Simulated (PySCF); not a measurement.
# A failing input for N2S⁻

```python
from pyscf import gto, scf
from pyscf.hessian import thermo

mol = gto.M(
    atom='S 0.0238 -0.2357 0; N -0.0271 0.2691 1.4045; N -0.0271 0.2691 -1.4045',
    basis='tzvp-def2',
    charge=-1,
    spin=1,
    verbose=4,
)
mf = scf.UHF(mol)
mf.kernel()
hess = mf.Hessian().kernel()
print('wavenumber (cm^-1) =', thermo.harmonic_analysis(mol, hess)['freq_wavenumber'].round(1))
mf.dip_moment()
print('orbital energies (hartree):', [e[max(0, n-3):n+3].round(4) for e, n in zip(mf.mo_energy, mol.nelec)])
```

```bash
$ OMP_NUM_THREADS=1 python input.py
```

The log, shortened:

```
KeyError: 'Basis set tzvp-def2 does not exist'

During handling of the above exception, another exception occurred:

pyscf.lib.exceptions.BasisNotFoundError: tzvp-def2
```

**Question.** Which setting is at fault, why, and what does a mended input give?

**Answer.** The basis set (tzvp-def2): PySCF finds no basis of that name for these elements; a set that covers every element, with its core potential where it needs one, cures it. With this edit
```diff
-     basis='tzvp-def2',
+     basis='def2-svp',
```
the run finishes: E(SCF) = -506.021589 Eh, 13 cycles, ⟨S²⟩ = 0.791, wavenumbers 512, 1094, 1369 cm⁻¹.

The basis has no diffuse functions, which an anion needs. The dipole of an ion depends on the origin. No search for the lowest solution was made.
